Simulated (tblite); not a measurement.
C4H5OP.
Atom-mapped SMILES: `[CH3:1][c:2]1[o:3][cH:4][cH:5][p:6]1` (hydrogens: H7, H8, H9 on C1; H10 on C4; H11 on C5)

All values are computed: GFN2-xTB (tblite) harmonic vibrations without scaling, gas phase. The method is semi-empirical: single wavenumbers can be off by several per cent or more.

Harmonic wavenumbers (cm⁻¹): 97.1, 215.7, 291.4, 440.7, 534.8, 535.7, 735.8, 751.4, 764.3, 809.5, 862.2, 959.2, 1021.2, 1057.7, 1142.0, 1211.6, 1275.0, 1300.6, 1396.0, 1458.6, 1471.3, 1496.9, 2987.5, 3003.7, 3053.4, 3122.8, 3146.4.

A = 5048, B = 3313, C = 2025 MHz; mass 100.008 u (most abundant isotopes); point group Cs, symmetry number 1.

What is the zero-point energy?

Half the sum of the wavenumbers: 17571 cm⁻¹ = 210.20 kJ/mol.

Entropy at 298.15 K, 1 bar (ideal gas, RRHO, classical rotation)?

Translation 166.29, rotation 111.52, vibration 44.11: S = 321.9 J/(mol K).

And Cp and H(298.15 K) − H(0)?

Cp = 95.11 J/(mol K), of which vibrations give 61.85 (their classical limit is 27 R = 224.5); H(298.15 K) − H(0) = 17.76 kJ/mol without the zero-point energy, 7.85 from vibrations.

What must be added to the electronic energy to get the Gibbs energy at 298.15 K and 1 bar?

ZPE + [H(298.15 K) − H(0)] − T·S = 210.20 + 17.76 − 95.98 = 131.98 kJ/mol.

Which modes carry the vibrational entropy at 298.15 K?

97.1 cm⁻¹: 14.69; 215.7 cm⁻¹: 8.35; 291.4 cm⁻¹: 6.13; 440.7 cm⁻¹: 3.45; 534.8 cm⁻¹: 2.41; 535.7 cm⁻¹: 2.40 J/(mol K); the other 21 give 6.67 together.

How do the functions run with temperature in this model?

| T (K) | S (J/(mol K)) | Cp (J/(mol K)) | H − H(0) (kJ/mol) | G − H(0) (kJ/mol) | ln q(vib) |
| --- | --- | --- | --- | --- | --- |
| 100 | 250.1 | 47.7 | 3.90 | -21.11 | 0.35 |
| 200 | 289.5 | 69.4 | 9.70 | -48.19 | 1.16 |
| 300 | 322.5 | 95.6 | 17.94 | -78.81 | 2.16 |
| 500 | 382.7 | 141.3 | 41.90 | -149.45 | 4.47 |
| 800 | 459.1 | 182.5 | 91.11 | -276.13 | 8.15 |
| 1000 | 501.7 | 199.5 | 129.40 | -372.30 | 10.52 |

q(vib) and H(0) count from the zero-point level.

Blend soft modes into free rotors: weight 1/[1 + (100 cm⁻¹/ν̃)⁴] for the oscillator and the rest for a rotor with moment μB/(μ + B), μ = h/(8π²ν), B = 10⁻⁴⁴ kg m². What vibrational entropy results?

42.77 J/(mol K) in place of 44.11, which changes −T·S at 298.15 K by +0.40 kJ/mol.

Hindered rotation and anharmonicity are outside this model.
